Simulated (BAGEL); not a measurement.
# A workflow on BPH6 (SMILES [BH3-][PH3+])

We compute a series of 9 runs (RI-MP2/STO-3G, RI-MP2/3-21G, RI-MP2/6-31G, RI-MP2/6-31G*, RI-MP2/6-31G**, RI-MP2/6-311G**, RI-MP2/6-311++G**, RI-MP2/6-311++G(2d,2p), and more) of BPH6. 

The results are computed with BAGEL 1.2.2.

1 further run of the same task is left out (set aside as unsound or not needed).

## 1. The system as given

BPH6: 8 atoms, total charge 0, spin state singlet. SMILES: `[BH3-][PH3+]`. The shape is that of a PBE0-D4/def2-TZVP optimisation.

Bond lengths: B1–P2 1.910 Å, B1–H3 1.209 Å, B1–H4 1.209 Å, B1–H5 1.209 Å, P2–H6 1.408 Å, P2–H7 1.409 Å, P2–H8 1.408 Å. Some angles: B1–P2–H6 118.0°, B1–P2–H7 118.1°, B1–P2–H8 118.0°, P2–B1–H3 103.8°, P2–B1–H4 103.8°, P2–B1–H5 103.8°, H6–P2–H7 99.7°, H6–P2–H8 99.7°, H7–P2–H8 99.7°, H3–B1–H4 114.5°.

## 2. Energy and forces at RI-MP2/STO-3G (density fitting with qzvpp-jkfit, property dipole) (run 1)

The input, calc.json:

```json
{ "bagel": [

{
  "title": "molecule",
  "basis": "sto-3g",
  "df_basis": "qzvpp-jkfit",
  "angstrom": true,
  "geometry": [
    { "atom": "B", "xyz": [      -0.556100,       0.227200,      -0.914000 ] },
    { "atom": "P", "xyz": [       0.433900,      -0.181600,       0.667700 ] },
    { "atom": "H", "xyz": [      -1.693400,       0.343100,      -0.520100 ] },
    { "atom": "H", "xyz": [      -0.367800,      -0.730200,      -1.628000 ] },
    { "atom": "H", "xyz": [      -0.055500,       1.254200,      -1.309900 ] },
    { "atom": "H", "xyz": [       0.418800,       0.755700,       1.718800 ] },
    { "atom": "H", "xyz": [       1.823100,      -0.380300,       0.547100 ] },
    { "atom": "H", "xyz": [       0.089200,      -1.345200,       1.382600 ] }
  ]
},

{
  "title": "force",
  "method": [
    {
      "title": "mp2",
      "ncore": 6
    }
  ]
}

]}
```

Launch:

```
$ BAGEL_NUM_THREADS=1 BAGEL calc.json > calc.out
```

Standard output:

```text
* using 1 threads per process

  ===============================================================
  ===============================================================

  *** Geometry ***

  { "atom" : "B", "xyz" : [     -1.050877,      0.429346,     -1.727210 ] },
  { "atom" : "P", "xyz" : [      0.819952,     -0.343174,      1.261770 ] },
  { "atom" : "H", "xyz" : [     -3.200062,      0.648365,     -0.982847 ] },
  { "atom" : "H", "xyz" : [     -0.695041,     -1.379878,     -3.076474 ] },
  { "atom" : "H", "xyz" : [     -0.104880,      2.370095,     -2.475352 ] },
  { "atom" : "H", "xyz" : [      0.791417,      1.428066,      3.248061 ] },
  { "atom" : "H", "xyz" : [      3.445160,     -0.718663,      1.033869 ] },
  { "atom" : "H", "xyz" : [      0.168564,     -2.542060,      2.612735 ] },

  Number of auxiliary basis functions:      311

  Since a DF basis is specified, we compute 2- and 3-index integrals:
    o Being stored without compression. Storage requirement is 0.001 GB

  Number of basis functions:       20
  Number of electrons      :       26

    * METHOD: MOLECULE                             0.06

  The gradients will be computed analytically.

  *** RHF ***

  === Nuclear Repulsion ===
    59.5445171562

      * DIIS with orbital gradients will be used.

  === RHF iteration (sto-3g) ===
      0       -364.71448273          0.01256627           0.00
      1       -364.74486044          0.00302996           0.01
      2       -364.74668230          0.00057587           0.00
      3       -364.74675465          0.00006767           0.01
      4       -364.74675562          0.00000846           0.01
      5       -364.74675564          0.00000137           0.01
      6       -364.74675564          0.00000021           0.01
      7       -364.74675564          0.00000002           0.01
      8       -364.74675564          0.00000000           0.01
    * SCF iteration converged.

    * Permanent dipole moment:
           (   -1.112797,     0.459584,    -1.777827) a.u.

  === DF-MP2 calculation ===

    * freezing 6 orbitals

      MP2 correlation energy:   -0.0866392255

    * Permanent dipole moment: MP2 unrelaxed
           (   -1.113437,     0.459847,    -1.778853) a.u.

  === Z-vector iteration ===

      0     0.00023359445167           0.00
      1     0.00002498639002           0.00
      2     0.00000291163916           0.00
      3     0.00000025152617           0.00
      4     0.00000001951255           0.00
      5     0.00000000175856           0.00

    * Permanent dipole moment: MP2 relaxed
           (   -1.121949,     0.463352,    -1.792469) a.u.

  * Nuclear energy gradient

    o Atom   0
        x          0.0175401766
        y         -0.0072992620
        z          0.0279930775
    o Atom   1
        x         -0.0219745103
        y          0.0091294150
        z         -0.0350556441
    o Atom   2
        x         -0.0182032684
        y          0.0013978117
        z          0.0091867193
    o Atom   3
        x          0.0047230007
        y         -0.0171518428
        z         -0.0099969481
    o Atom   4
        x          0.0101489629
        y          0.0171699332
        z         -0.0044868612
    o Atom   5
        x          0.0000024718
        y          0.0066730499
        z          0.0077120501
    o Atom   6
        x          0.0101318964
        y         -0.0014841394
        z         -0.0006824135
    o Atom   7
        x         -0.0023687295
        y         -0.0084349655
        z          0.0053300201

    * METHOD: FORCE                                0.34

  ===============================================================
```

Wall time 0.73 s (1 thread of AMD EPYC 7R13 (Zen 3), shared host); peak memory 0.079 GiB.

## 3. Energy and gradient at RI-MP2/3-21G (density fitting with tzvpp-jkfit, property dipole) (run 2)

Edit calc.json of step 2 so:

```diff
@@ -4,5 +4,5 @@
   "title": "molecule",
-  "basis": "sto-3g",
-  "df_basis": "qzvpp-jkfit",
-  "angstrom": true,
+  "basis": "3-21g",
+  "df_basis": "tzvpp-jkfit",
+  "angstrom": "true",
   "geometry": [
@@ -22,6 +22,3 @@
   "method": [
-    {
-      "title": "mp2",
-      "ncore": 6
-    }
+    { "title": "mp2", "ncore": 6 }
   ]
```

Launch:

```
$ BAGEL_NUM_THREADS=1 BAGEL calc.json > calc.out
```

Standard output:

```text
* using 1 threads per process

  ===============================================================
  ===============================================================

  *** Geometry ***

  { "atom" : "B", "xyz" : [     -1.050877,      0.429346,     -1.727210 ] },
  { "atom" : "P", "xyz" : [      0.819952,     -0.343174,      1.261770 ] },
  { "atom" : "H", "xyz" : [     -3.200062,      0.648365,     -0.982847 ] },
  { "atom" : "H", "xyz" : [     -0.695041,     -1.379878,     -3.076474 ] },
  { "atom" : "H", "xyz" : [     -0.104880,      2.370095,     -2.475352 ] },
  { "atom" : "H", "xyz" : [      0.791417,      1.428066,      3.248061 ] },
  { "atom" : "H", "xyz" : [      3.445160,     -0.718663,      1.033869 ] },
  { "atom" : "H", "xyz" : [      0.168564,     -2.542060,      2.612735 ] },

  Number of auxiliary basis functions:      311

  Since a DF basis is specified, we compute 2- and 3-index integrals:
    o Being stored without compression. Storage requirement is 0.003 GB

  Number of basis functions:       34
  Number of electrons      :       26

    * METHOD: MOLECULE                             0.08

  The gradients will be computed analytically.

  *** RHF ***

  === Nuclear Repulsion ===
    59.5445171562

      * DIIS with orbital gradients will be used.

  === RHF iteration (3-21g) ===
      0       -366.90204721          0.01749639           0.01
      1       -366.94496875          0.00401711           0.01
      2       -366.94774716          0.00118065           0.01
      3       -366.94799745          0.00013410           0.01
      4       -366.94800422          0.00002900           0.01
      5       -366.94800450          0.00000759           0.01
      6       -366.94800452          0.00000177           0.01
      7       -366.94800452          0.00000027           0.01
      8       -366.94800452          0.00000003           0.01
      9       -366.94800452          0.00000001           0.01
    * SCF iteration converged.

    * Permanent dipole moment:
           (   -0.941741,     0.388934,    -1.504542) a.u.

  === DF-MP2 calculation ===

    * freezing 6 orbitals

      MP2 correlation energy:   -0.1395598894

    * Permanent dipole moment: MP2 unrelaxed
           (   -0.938744,     0.387694,    -1.499760) a.u.

  === Z-vector iteration ===

      0     0.00028548180363           0.00
      1     0.00006380337435           0.00
      2     0.00000993933051           0.00
      3     0.00000193436580           0.00
      4     0.00000039868133           0.00
      5     0.00000005859990           0.00
      6     0.00000000601110           0.00

    * Permanent dipole moment: MP2 relaxed
           (   -0.936202,     0.386627,    -1.495732) a.u.

  * Nuclear energy gradient

    o Atom   0
        x          0.0107387608
        y         -0.0044693501
        z          0.0171498729
    o Atom   1
        x         -0.0137062163
        y          0.0057005786
        z         -0.0218586723
    o Atom   2
        x          0.0018595627
        y         -0.0006462937
        z          0.0022174907
    o Atom   3
        x          0.0013945984
        y         -0.0002591253
        z          0.0025907956
    o Atom   4
        x          0.0013055114
        y         -0.0009544553
        z          0.0024837713
    o Atom   5
        x          0.0009877133
        y         -0.0043910439
        z         -0.0030192187
    o Atom   6
        x         -0.0049716869
        y          0.0004586876
        z          0.0019971845
    o Atom   7
        x          0.0023917565
        y          0.0045610021
        z         -0.0015612240

    * METHOD: FORCE                                0.45

  ===============================================================
```

Wall time 0.89 s (1 thread of AMD EPYC 7R13 (Zen 3), shared host); peak memory 0.079 GiB.

Runs 3 to 8 aren't shown in full; the table further down has their settings and results.

## 4. Energy and gradient at RI-MP2/6-311++G(3df,3pd) (density fitting with qzvpp-jkfit, property dipole) (run 9)

The input, job.json:

```json
{ "bagel": [

{
  "title": "molecule",
  "basis": "6-311++g_3df_3pd_.json",
  "df_basis": "qzvpp-jkfit",
  "angstrom": "true",
  "geometry": [
    { "atom": "B", "xyz": [   -0.556100,    0.227200,   -0.914000 ] },
    { "atom": "P", "xyz": [    0.433900,   -0.181600,    0.667700 ] },
    { "atom": "H", "xyz": [   -1.693400,    0.343100,   -0.520100 ] },
    { "atom": "H", "xyz": [   -0.367800,   -0.730200,   -1.628000 ] },
    { "atom": "H", "xyz": [   -0.055500,    1.254200,   -1.309900 ] },
    { "atom": "H", "xyz": [    0.418800,    0.755700,    1.718800 ] },
    { "atom": "H", "xyz": [    1.823100,   -0.380300,    0.547100 ] },
    { "atom": "H", "xyz": [    0.089200,   -1.345200,    1.382600 ] }
  ]
},
{
  "title": "force",
  "method": [
    { "title": "mp2", "ncore": 6 }
  ]
}

]}
```

The basis set 6-311++G(3df,3pd) is read from a file made from the Basis Set Exchange's data (not shown).

Launch:

```
$ BAGEL_NUM_THREADS=1 BAGEL job.json > job.out
```

Standard output:

```text
* using 1 threads per process

  ===============================================================
  ===============================================================

  *** Geometry ***

  { "atom" : "B", "xyz" : [     -1.050877,      0.429346,     -1.727210 ] },
  { "atom" : "P", "xyz" : [      0.819952,     -0.343174,      1.261770 ] },
  { "atom" : "H", "xyz" : [     -3.200062,      0.648365,     -0.982847 ] },
  { "atom" : "H", "xyz" : [     -0.695041,     -1.379878,     -3.076474 ] },
  { "atom" : "H", "xyz" : [     -0.104880,      2.370095,     -2.475352 ] },
  { "atom" : "H", "xyz" : [      0.791417,      1.428066,      3.248061 ] },
  { "atom" : "H", "xyz" : [      3.445160,     -0.718663,      1.033869 ] },
  { "atom" : "H", "xyz" : [      0.168564,     -2.542060,      2.612735 ] },

  Number of auxiliary basis functions:      311

  Since a DF basis is specified, we compute 2- and 3-index integrals:
    o Being stored without compression. Storage requirement is 0.094 GB

  Number of basis functions:      194
  Number of electrons      :       26

    * METHOD: MOLECULE                             0.41

  The gradients will be computed analytically.

  *** RHF ***

  === Nuclear Repulsion ===
    59.5445171562

      * DIIS with orbital gradients will be used.

  === RHF iteration (6-311++g_3df_3pd_.json) ===
      0       -368.61740157          0.01910793           0.11
      1       -368.85910447          0.00775315           0.11
      2       -368.90040686          0.00117334           0.13
      3       -368.90237048          0.00021249           0.11
      4       -368.90244139          0.00004980           0.17
      5       -368.90244534          0.00001011           0.11
      6       -368.90244548          0.00000262           0.10
      7       -368.90244549          0.00000084           0.10
      8       -368.90244549          0.00000020           0.10
      9       -368.90244549          0.00000005           0.10
     10       -368.90244549          0.00000002           0.10
     11       -368.90244549          0.00000000           0.13
    * SCF iteration converged.

    * Permanent dipole moment:
           (   -0.877612,     0.362433,    -1.402101) a.u.

  === DF-MP2 calculation ===

    * freezing 6 orbitals

      MP2 correlation energy:   -0.3064984913

    * Permanent dipole moment: MP2 unrelaxed
           (   -0.871700,     0.359990,    -1.392661) a.u.

  === Z-vector iteration ===

      0     0.00010520271295           0.07
      1     0.00002803191293           0.06
      2     0.00000488649473           0.06
      3     0.00000095677175           0.06
      4     0.00000016864667           0.06
      5     0.00000004763132           0.06
      6     0.00000001070676           0.07
      7     0.00000000167757           0.07

    * Permanent dipole moment: MP2 relaxed
           (   -0.838472,     0.346255,    -1.339601) a.u.

  * Nuclear energy gradient

    o Atom   0
        x          0.0029670441
        y         -0.0012548987
        z          0.0047392112
    o Atom   1
        x         -0.0060776208
        y          0.0025453024
        z         -0.0096850934
    o Atom   2
        x         -0.0030323434
        y          0.0003525603
        z          0.0007840086
    o Atom   3
        x          0.0003345339
        y         -0.0023619107
        z         -0.0020334442
    o Atom   4
        x          0.0011419430
        y          0.0026739966
        z         -0.0012283296
    o Atom   5
        x          0.0002830266
        y          0.0031543120
        z          0.0042328255
    o Atom   6
        x          0.0052649811
        y         -0.0008466197
        z          0.0001193413
    o Atom   7
        x         -0.0008815645
        y         -0.0042627422
        z          0.0030714805

    * METHOD: FORCE                                7.16

  ===============================================================
```

Run time: 8.4 s. Hardware: 1 thread of AMD EPYC 7R13 (Zen 3), shared host; peak memory 0.38 GiB.

## 5. Overview of the runs

```csv
run,level,integral approximation,energy (Eh),dipole moment (D),correlation energy (mEh),largest force (eV/Å),wall time
1,"RI-MP2/STO-3G (density fitting with qzvpp-jkfit, property dipole)",qzvpp-jkfit,-364.833395,5.50,-86.6,2.179,0.73 s
2,"RI-MP2/3-21G (density fitting with tzvpp-jkfit, property dipole)",tzvpp-jkfit,-367.087564,4.59,-139.6,1.359,0.89 s
3,"RI-MP2/6-31G (density fitting with qzvpp-jkfit, property dipole)",qzvpp-jkfit,-368.913528,4.65,-136.1,1.258,1.1 s
4,"RI-MP2/6-31G* (density fitting with qzvpp-jkfit, spherical functions, property dipole)",qzvpp-jkfit,-369.048786,4.36,-199.9,0.693,1.3 s
5,"RI-MP2/6-31G** (density fitting with qzvpp-jkfit, spherical functions, property dipole)",qzvpp-jkfit,-369.097838,4.32,-238.8,0.954,1.6 s
6,"RI-MP2/6-311G** (density fitting with qzvpp-jkfit, property dipole)",qzvpp-jkfit,-369.146304,4.43,-257.4,0.825,2.1 s
7,"RI-MP2/6-311++G** (density fitting with qzvpp-jkfit, property dipole)",qzvpp-jkfit,-369.147765,4.44,-258.3,0.822,3.6 s
8,"RI-MP2/6-311++G(2d,2p) (density fitting with qzvpp-jkfit, property dipole)",qzvpp-jkfit,-369.170229,4.20,-273.2,0.853,5.1 s
9,"RI-MP2/6-311++G(3df,3pd) (density fitting with qzvpp-jkfit, property dipole)",qzvpp-jkfit,-369.208944,4.11,-306.5,0.602,8.4 s
```

## 6. Summary of results

```
                                                                                quantity          value
                                           run 9, RI-MP2/6-311++G(3df,3pd): total energy  -369.20894 Eh
run 9, RI-MP2/6-311++G(3df,3pd): dipole moment (of the density that the program reports)         4.11 D
            run 9, RI-MP2/6-311++G(3df,3pd): correlation energy (6 core orbitals frozen)     -306.5 mEh
                               run 9, RI-MP2/6-311++G(3df,3pd): largest force on an atom     0.602 eV/Å
```

The dipole moment (its size) runs from 4.11 D (RI-MP2/6-311++G(3df,3pd)) to 5.50 D (RI-MP2/STO-3G). In run 1 the basis is minimal, so the values are rough. All runs together took 25 s, the longest 8.4 s.
